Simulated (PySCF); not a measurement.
Molfile (atoms numbered from 1):
```
C5H12N
     RDKit          3D

 18 17  0  0  0  0  0  0  0  0999 V2000
    1.0840   -0.4088   -1.3513 C   0  0  0  0  0  0  0  0  0  0  0  0
    0.4678   -0.0245   -0.0541 C   0  0  0  0  0  0  0  0  0  0  0  0
    1.3845    0.2200    1.0903 C   0  0  0  0  0  0  0  0  0  0  0  0
   -0.8202    0.0928    0.0735 N   0  0  0  0  0  0  0  0  0  0  0  0
   -1.7500   -0.0493   -1.0479 C   0  0  0  0  0  0  0  0  0  0  0  0
   -1.4756    0.3783    1.3505 C   0  0  0  0  0  0  0  0  0  0  0  0
    1.2925    0.5052   -1.9370 H   0  0  0  0  0  0  0  0  0  0  0  0
    2.0531   -0.8918   -1.1698 H   0  0  0  0  0  0  0  0  0  0  0  0
    0.4586   -1.0739   -1.9583 H   0  0  0  0  0  0  0  0  0  0  0  0
    1.0188    0.9738    1.7974 H   0  0  0  0  0  0  0  0  0  0  0  0
    2.3690    0.5272    0.7137 H   0  0  0  0  0  0  0  0  0  0  0  0
    1.5388   -0.7274    1.6384 H   0  0  0  0  0  0  0  0  0  0  0  0
   -2.5752    0.6589   -0.9003 H   0  0  0  0  0  0  0  0  0  0  0  0
   -1.2632    0.1774   -2.0006 H   0  0  0  0  0  0  0  0  0  0  0  0
   -2.1602   -1.0705   -1.0680 H   0  0  0  0  0  0  0  0  0  0  0  0
   -0.8590    0.0598    2.1956 H   0  0  0  0  0  0  0  0  0  0  0  0
   -1.6936    1.4544    1.4278 H   0  0  0  0  0  0  0  0  0  0  0  0
   -2.4226   -0.1757    1.3808 H   0  0  0  0  0  0  0  0  0  0  0  0
  1  2  1  0
  2  3  1  0
  2  4  2  3
  4  5  1  0
  4  6  1  0
  1  7  1  0
  1  8  1  0
  1  9  1  0
  3 10  1  0
  3 11  1  0
  3 12  1  0
  5 13  1  0
  5 14  1  0
  5 15  1  0
  6 16  1  0
  6 17  1  0
  6 18  1  0
M  CHG  1   4   1
M  END
```

Geometry: PBE0-D3(BJ)/def2-SVP; GIAO shifts from PySCF 2.14.0 with density-fitted response routines, gas phase, non-relativistic, averaged over equivalent atoms.

At HF/pcSseg-1 (162 basis functions, 6 s wall time on 1 thread of an Arm Neoverse V2, shared host):
```json
{"atoms": "C2", "δ (ppm)": "213.1"}
{"atoms": "C5/C6", "δ (ppm)": "40.6"}
{"atoms": "C1/C3", "δ (ppm)": "24.4"}
{"atoms": "N4", "δ (ppm)": "200.7"}
{"atoms": "H13/H14/H15/H16/H17/H18", "δ (ppm)": "3.47"}
{"atoms": "H7/H8/H9/H10/H11/H12", "δ (ppm)": "2.72"}
```

δ = σ(ref) − σ, references computed at the same level: ¹³C (σref 190.85) and ¹H (σref 31.69) vs TMS; ¹⁵N (σref 265.72) vs NH3.

What do these become at PBE0/pcSseg-1?

Results:


```json
{"atoms": "C2", "δ at PBE0/pcSseg-1": "204.0", "change": "-9.1"}
{"atoms": "C5/C6", "δ at PBE0/pcSseg-1": "45.0", "change": "+4.4"}
{"atoms": "C1/C3", "δ at PBE0/pcSseg-1": "27.3", "change": "+2.9"}
{"atoms": "N4", "δ at PBE0/pcSseg-1": "221.0", "change": "+20.3"}
{"atoms": "H13/H14/H15/H16/H17/H18", "δ at PBE0/pcSseg-1": "3.53", "change": "+0.06"}
{"atoms": "H7/H8/H9/H10/H11/H12", "δ at PBE0/pcSseg-1": "2.69", "change": "-0.03"}
```

Shifts are taken against calculated references (same method and geometry level): ¹³C (σ = 184.41 ppm) and ¹H (σ = 31.27 ppm) vs TMS; ¹⁵N (σ = 265.67 ppm) vs NH3.

The largest change is at N4 (amine nitrogen). Cost: 162 basis functions, 16 s wall time on 1 thread of an Arm Neoverse V2, shared host. The order of the carbon signals is the same at both levels.

Experimental scales use liquid or dissolved standards, which lie at an offset from isolated NH3 (liquid NH3: subtract about 20 ppm). Unscaled 15N shifts of sp2 nitrogen come out 20 to 40 ppm too high even then.
